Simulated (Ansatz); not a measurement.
# CH7AlO: one species, many methods

An exercise on one series of results from a longer session: the logs are not shown, and one member is left open.

Computed with Ansatz 0.2.0, Gaussian basis. Level: functionals in def2-TZVPP, the program's frozen cores in correlated methods.

The runs, in order: LDA (SPW92), PBE-D4, revPBE-D4, BLYP-D4, r2SCAN-D4, B97M-V, PBE0-D4, B3LYP-D4, r2SCANh-D4, r2SCAN0-D4, HSE06-D4, BHLYP-D4, CAM-B3LYP-D4, LC-ωPBE, ωB97X-V, ωB97M-V, B2PLYP, PBE-QIDH; CCSD(T)/def2-SVP; CCSD(T)/def2-TZVPP; MP2/def2-QZVPP; extrapolation to the limit; RPA on PBE.

### The relaxed structure

An earlier PBE0-D4 in a triple-zeta def2 set relaxation fixed the geometry.

SMILES `C[OH+][AlH3-]`, 10 atoms, charge 0, spin multiplicity 1.

Atoms are counted from 1 here; the program's logs count them from 0.

Bond lengths: C1–O2 1.434 Å, C1–H4 1.090 Å, C1–H5 1.091 Å, C1–H6 1.088 Å, O2–Al3 1.989 Å, O2–H7 0.963 Å, Al3–H8 1.605 Å, Al3–H9 1.597 Å, Al3–H10 1.600 Å. Angles: O2–C1–H4 109.6°, O2–C1–H5 110.6°, O2–C1–H6 106.1°, H4–C1–H5 111.1°, H4–C1–H6 109.7°, H5–C1–H6 109.6°, C1–O2–Al3 119.2°, C1–O2–H7 111.0°, Al3–O2–H7 112.2°, O2–Al3–H8 99.4°, O2–Al3–H9 99.4°, O2–Al3–H10 96.2°, H8–Al3–H9 116.6°, H8–Al3–H10 117.1°, H9–Al3–H10 120.1°.

The first run:

in.yaml reads:

```yaml
crystal:
  periodic: [false, false, false]
  atoms:
    - {symbol: C, position_ang: [-1.049003, 0.619973, -0.668656]}
    - {symbol: O, position_ang: [0.338982, 0.266827, -0.599303]}
    - {symbol: Al, position_ang: [1.027852, -0.640791, 1.030880]}
    - {symbol: H, position_ang: [-1.218845, 1.269063, -1.527808]}
    - {symbol: H, position_ang: [-1.670612, -0.274994, -0.724510]}
    - {symbol: H, position_ang: [-1.269631, 1.161217, 0.249222]}
    - {symbol: H, position_ang: [0.624385, -0.170445, -1.407871]}
    - {symbol: H, position_ang: [-0.050179, -1.823563, 1.146979]}
    - {symbol: H, position_ang: [0.888910, 0.558629, 2.076485]}
    - {symbol: H, position_ang: [2.461242, -1.017114, 0.427482]}
basis:
  gaussian: {orbitals: def2-TZVPP}
hamiltonian: {xc: lda}
output: {orbitals: {seedname: orbitals}}
```

Steps of the session up to this table: LDA; PBE-D4 (GGA); revPBE-D4 (GGA); BLYP-D4 (GGA); r2SCAN-D4 (meta-GGA); B97M-V (meta-GGA); PBE0-D4 (hybrid); B3LYP-D4 (hybrid); r2SCANh-D4 (hybrid); r2SCAN0-D4 (hybrid); HSE06-D4 (hybrid); BHLYP-D4 (hybrid); CAM-B3LYP-D4 (range-separated); LC-ωPBE-D4 (range-separated; the results give it without D4); ωB97X-V (range-separated); ωB97M-V (range-separated); B2PLYP (double hybrid); PBE-QIDH (double hybrid).

One table of the session follows, with a row left open; its other results are not shown here.

It belongs to the step «Orbital energies across the functionals». 

| functional | HOMO (eV) | gap (eV) |
| --- | --- | --- |
| LDA (SPW92) | ? | ? |
| PBE-D4 | -6.18 | 4.95 |
| revPBE-D4 | -6.15 | 5.02 |
| BLYP-D4 | -6.09 | 4.89 |
| r2SCAN-D4 | -6.48 | 5.81 |
| B97M-V | -6.61 | 5.58 |
| PBE0-D4 | -7.44 | 7.09 |
| B3LYP-D4 | -7.25 | 6.60 |
| r2SCANh-D4 | -6.94 | 6.55 |
| r2SCAN0-D4 | -7.64 | 7.64 |
| HSE06-D4 | -7.03 | 6.32 |
| BHLYP-D4 | -8.65 | 9.04 |
| CAM-B3LYP-D4 | -8.86 | 9.36 |
| LC-ωPBE | -10.25 | 12.01 |
| ωB97X-V | -9.91 | 11.49 |
| ωB97M-V | -9.68 | 10.87 |

**Question.** Estimate the row for LDA (SPW92).

As computed: HOMO (eV): -6.21; gap (eV): 4.78. In the column «HOMO (eV)» it lies between r2SCAN-D4 (-6.48) and PBE-D4 (-6.18).
